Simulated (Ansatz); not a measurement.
**CH3BSi+: where a starting geometry ends**

The starting geometry of this gas-phase doublet was optimised with GFN2-xTB; its bonds are those of `B1[CH][SiH+]1`.

```yaml
atoms:
  - { symbol: C, position_ang: [0.7274, -0.4395, -0.9589] }
  - { symbol: B, position_ang: [0.3465, -1.1827, 0.2071] }
  - { symbol: Si, position_ang: [-0.6302, 0.5311, -0.1829] }
  - { symbol: H, position_ang: [0.3356, -2.0187, 1.0004] }
  - { symbol: H, position_ang: [1.3097, -0.2626, -1.8456] }
  - { symbol: H, position_ang: [-1.5144, 1.6850, -0.1644] }
```

**Question.** Predict what becomes of its bonds when it is optimised with PBE0-D3(BJ)/def2-SVP.

**Answer.** A bond breaks, leaving `[H]/[Si+]=C/[BH]`. Contacts that open: B2–Si3 (2.01 → 2.80 Å).

The energy falls by 0.49 eV over 14 steps:

```tsv
step	E − E(last) (eV)
1	0.486
2	0.347
4	0.181
5	0.126
7	0.045
8	0.018
10	0.002
11	0.000
13	0.000
14	0.000
```

Final geometry (Å):

| atom | x (Å) | y (Å) | z (Å) |
| --- | --- | --- | --- |
| C | 0.3281 | -0.3527 | -0.5447 |
| B | 0.6207 | -1.5254 | 0.1869 |
| Si | -0.9242 | 0.7913 | -0.0626 |
| H | 0.8361 | -2.5006 | 0.8298 |
| H | 0.8918 | -0.1140 | -1.4644 |
| H | -1.1779 | 2.0141 | -0.8893 |

The end wasn't checked by frequencies. Open shells are spin-unrestricted. Run with Ansatz 0.2.0, 41 s on 1 thread of Arm Neoverse V1, on a shared host.
